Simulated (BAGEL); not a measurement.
# C2H3ClO (acetyl chloride) at 4 levels

Wanted: a comparison of 4 runs (B3LYP/6-31G*, B3LYP/cc-pVDZ, PBE0/cc-pVDZ, RI-MP2/cc-pVDZ) of C2H3ClO (acetyl chloride). 

The results are computed with BAGEL 1.2.2.

13 further runs of the same task are left out: 1 that didn't finish, 12 set aside as unsound or not needed.

**1. The molecule**

C2H3ClO: 7 atoms, total charge 0, spin state singlet. As SMILES, `CC(=O)Cl`. The shape is that of a PBE0-D4/def2-TZVP optimisation.

Bond lengths: C1–C2 1.491 Å, C2–O3 1.179 Å, C2–Cl4 1.794 Å, C1–H5 1.089 Å, C1–H6 1.091 Å, C1–H7 1.091 Å. Angles: C1–C2–O3 127.8°, C1–C2–Cl4 111.8°, O3–C2–Cl4 120.4°, C2–C1–H5 109.4°, C2–C1–H6 109.4°, C2–C1–H7 109.4°, H5–C1–H6 110.6°, H5–C1–H7 110.6°, H6–C1–H7 107.3°.

**2. A single-point energy at B3LYP/6-31G(d) (density fitting with cc-pvqz-jkfit, spherical functions) (run 1)**

Input file dft.json:

```json
{ "bagel" : [

{
  "title" : "molecule",
  "basis" : "6-31gs.json",
  "df_basis" : "cc-pvqz-jkfit",
  "angstrom" : "true",
  "geometry" : [
    { "atom" : "C", "xyz" : [    0.144710,    0.666770,    0.108700 ] },
    { "atom" : "C", "xyz" : [    0.017280,   -0.815930,    0.021550 ] },
    { "atom" : "O", "xyz" : [    0.681540,   -1.630880,    0.555040 ] },
    { "atom" : "Cl", "xyz" : [   -1.337090,   -1.306820,   -1.047030 ] },
    { "atom" : "H", "xyz" : [    0.973300,    0.921250,    0.767410 ] },
    { "atom" : "H", "xyz" : [   -0.788440,    1.089970,    0.484050 ] },
    { "atom" : "H", "xyz" : [    0.308710,    1.075650,   -0.889730 ] }
  ]
},
{
  "title" : "ks",
  "xc_func" : "b3lyp"
},
{
  "title" : "print",
  "file" : "orbitals.molden",
  "orbitals" : "true"
}

]}
```

The basis set 6-31G* is read from a file made from the Basis Set Exchange's data (not shown).

Command:

```
BAGEL_NUM_THREADS=1 BAGEL dft.json > dft.out
```

The log of the run:

```text
* using 1 threads per process

  ===============================================================
  ===============================================================

  *** Geometry ***

[... 20 lines left out ...]
    * Removing 12718 points whose weight is below 1.00e-10
[... 2 lines left out ...]
  === Nuclear Repulsion ===
   149.6582247003

       - DIIS with orbital gradients will be used.

  === KS iteration (b3lyp / 6-31gs.json) ===
      0       -581.60682068          0.14915001           0.28
      1       -538.12592962          0.17470205           0.28
      2       -581.45077298          0.16640646           0.29
[... 16 lines of this table left out ...]
     19       -613.43874156          0.00000000           0.30
    * SCF iteration converged.

    * Permanent dipole moment:
           (   -0.077253,    -1.084162,    -0.050824) a.u.

    * METHOD: KS                                   6.02

    * METHOD: PRINT                                0.01

  ===============================================================
```

Run time: 6.9 s. Hardware: 1 thread of Arm Neoverse V2, shared host; peak memory 0.31 GiB.

**3. A single-point energy at B3LYP/cc-pVDZ (density fitting with cc-pvqz-jkfit) (run 2)**

Input file calc.json:

```json
{ "bagel": [

{
  "title": "molecule",
  "basis": "cc-pvdz.json",
  "df_basis": "cc-pvqz-jkfit",
  "angstrom": true,
  "geometry": [
    { "atom": "C", "xyz": [       0.144710,       0.666770,       0.108700 ] },
    { "atom": "C", "xyz": [       0.017280,      -0.815930,       0.021550 ] },
    { "atom": "O", "xyz": [       0.681540,      -1.630880,       0.555040 ] },
    { "atom": "Cl", "xyz": [      -1.337090,      -1.306820,      -1.047030 ] },
    { "atom": "H", "xyz": [       0.973300,       0.921250,       0.767410 ] },
    { "atom": "H", "xyz": [      -0.788440,       1.089970,       0.484050 ] },
    { "atom": "H", "xyz": [       0.308710,       1.075650,      -0.889730 ] }
  ]
},

{
  "title": "ks",
  "xc_func": "b3lyp"
},

{
  "title": "print",
  "file": "orbitals.molden",
  "orbitals": true
}

]}
```

The basis set cc-pVDZ is read from a file made from the Basis Set Exchange's data (not shown).

Command:

```
BAGEL_NUM_THREADS=1 BAGEL calc.json > calc.out
```

The log of the run:

```text
* using 1 threads per process

  ===============================================================
  ===============================================================

  *** Geometry ***

[... 20 lines left out ...]
    * Removing 12718 points whose weight is below 1.00e-10
[... 2 lines left out ...]
  === Nuclear Repulsion ===
   149.6582247003

       - DIIS with orbital gradients will be used.

  === KS iteration (b3lyp / cc-pvdz.json) ===
      0       -581.76447802          0.10866616           0.32
      1       -537.81205927          0.14740869           0.40
      2       -580.95831757          0.13982993           0.33
[... 18 lines of this table left out ...]
     21       -613.47649761          0.00000001           0.30
    * SCF iteration converged.

    * Permanent dipole moment:
           (   -0.065867,    -1.041413,    -0.042155) a.u.

    * METHOD: KS                                   7.21

    * METHOD: PRINT                                0.01

  ===============================================================
```

Wall time 8.1 s (1 thread of Arm Neoverse V2, shared host); peak memory 0.34 GiB.

**4. A single-point energy at PBE0/cc-pVDZ (density fitting with cc-pvqz-jkfit) (run 3)**

Input file calc.json:

```json
{ "bagel": [

{
  "title": "molecule",
  "basis": "cc-pvdz.json",
  "df_basis": "cc-pvqz-jkfit",
  "angstrom": true,
  "geometry": [
    { "atom": "C", "xyz": [    0.144710,    0.666770,    0.108700 ] },
    { "atom": "C", "xyz": [    0.017280,   -0.815930,    0.021550 ] },
    { "atom": "O", "xyz": [    0.681540,   -1.630880,    0.555040 ] },
    { "atom": "Cl", "xyz": [   -1.337090,   -1.306820,   -1.047030 ] },
    { "atom": "H", "xyz": [    0.973300,    0.921250,    0.767410 ] },
    { "atom": "H", "xyz": [   -0.788440,    1.089970,    0.484050 ] },
    { "atom": "H", "xyz": [    0.308710,    1.075650,   -0.889730 ] }
  ]
},
{
  "title": "ks",
  "xc_func": "pbe0"
},
{
  "title": "print",
  "file": "orbitals.molden",
  "orbitals": true
}

]}
```

The basis set cc-pVDZ is read from a file made from the Basis Set Exchange's data (not shown).

Command:

```
BAGEL_NUM_THREADS=1 BAGEL calc.json > calc.out
```

The log of the run:

```text
* using 1 threads per process

  ===============================================================
  ===============================================================

  *** Geometry ***

[... 20 lines left out ...]
    * Removing 12718 points whose weight is below 1.00e-10
[... 2 lines left out ...]
  === Nuclear Repulsion ===
   149.6582247003

       - DIIS with orbital gradients will be used.

  === KS iteration (pbe0 / cc-pvdz.json) ===
      0       -581.45840191          0.10825855           0.33
      1       -538.16174568          0.14936858           0.35
      2       -580.89093532          0.13703520           0.30
[... 18 lines of this table left out ...]
     21       -613.14015494          0.00000001           0.30
    * SCF iteration converged.

    * Permanent dipole moment:
           (   -0.073315,    -1.069164,    -0.047791) a.u.

    * METHOD: KS                                   7.41

    * METHOD: PRINT                                0.01

  ===============================================================
```

Wall time 8.1 s (1 thread of Arm Neoverse V2, shared host); peak memory 0.34 GiB.

**5. A single-point energy at RI-MP2/cc-pVDZ (density fitting with cc-pvqz-jkfit) (run 4)**

Input file input.json:

```json
{ "bagel": [

{
  "title": "molecule",
  "basis": "cc-pvdz.json",
  "df_basis": "cc-pvqz-jkfit",
  "angstrom": true,
  "geometry": [
    { "atom": "C", "xyz": [       0.144710,       0.666770,       0.108700 ] },
    { "atom": "C", "xyz": [       0.017280,      -0.815930,       0.021550 ] },
    { "atom": "O", "xyz": [       0.681540,      -1.630880,       0.555040 ] },
    { "atom": "Cl", "xyz": [      -1.337090,      -1.306820,      -1.047030 ] },
    { "atom": "H", "xyz": [       0.973300,       0.921250,       0.767410 ] },
    { "atom": "H", "xyz": [      -0.788440,       1.089970,       0.484050 ] },
    { "atom": "H", "xyz": [       0.308710,       1.075650,      -0.889730 ] }
  ]
},

{ "title": "hf" },

{ "title": "mp2", "ncore": 8 }

]}
```

The basis set cc-pVDZ is read from a file made from the Basis Set Exchange's data (not shown).

Command:

```
BAGEL_NUM_THREADS=1 BAGEL input.json > input.out
```

The log of the run:

```text
* using 1 threads per process

  ===============================================================
  ===============================================================

  *** Geometry ***

[... 31 lines left out ...]
    * SCF iteration converged.
[... 1 line left out ...]
    * Permanent dipole moment:
[... 2 lines left out ...]
    * METHOD: HF                                   1.44

  *** RHF ***

  === Nuclear Repulsion ===
   149.6582247003

      * DIIS with orbital gradients will be used.

  === RHF iteration (cc-pvdz.json) ===
      0       -611.86662398          0.00000000           0.08
    * SCF iteration converged.

    * Permanent dipole moment:
           (   -0.018963,    -1.199391,    -0.003722) a.u.

  === DF-MP2 calculation ===

    * freezing 8 orbitals
    * 3-index integral transformation done
    * assembly done

      MP2 correlation energy:   -0.5905649463      0.05

      MP2 total energy:       -612.4571889304

    * METHOD: MP2                                  0.23

  ===============================================================
```

Wall time 2.4 s (1 thread of Arm Neoverse V2, shared host); peak memory 0.11 GiB.

**6. Overview of the runs**

```csv
run,level,frozen core orbitals,energy (Eh),dipole moment (D),HOMO energy (eV),LUMO energy (eV),wall time
1,"B3LYP/6-31G* (density fitting with cc-pvqz-jkfit, spherical functions)",–,-613.438742,2.77,-8.09,-0.98,6.9 s
2,B3LYP/cc-pVDZ (density fitting with cc-pvqz-jkfit),–,-613.476498,2.65,-8.07,-0.97,8.1 s
3,PBE0/cc-pVDZ (density fitting with cc-pvqz-jkfit),–,-613.140155,2.73,-8.40,-0.76,8.1 s
4,RI-MP2/cc-pVDZ (density fitting with cc-pvqz-jkfit),8,-612.457189,–,–,–,2.4 s
```

**7. What came out**

| quantity | value |
| --- | --- |
| run 4: total energy | -612.45719 Eh |
| run 4: correlation energy (8 core orbitals frozen) | -590.6 mEh |

Over runs 1, 2, 3 the dipole moment (its size) runs from 2.65 D (B3LYP/cc-pVDZ) to 2.77 D (B3LYP/6-31G*). Over runs 1, 2, 3 the HOMO–LUMO gap runs from 7.10 eV (B3LYP/cc-pVDZ) to 7.64 eV (PBE0/cc-pVDZ). Totals of different functionals can't be ranked against each other. All runs together took 25 s, the longest 8.1 s.
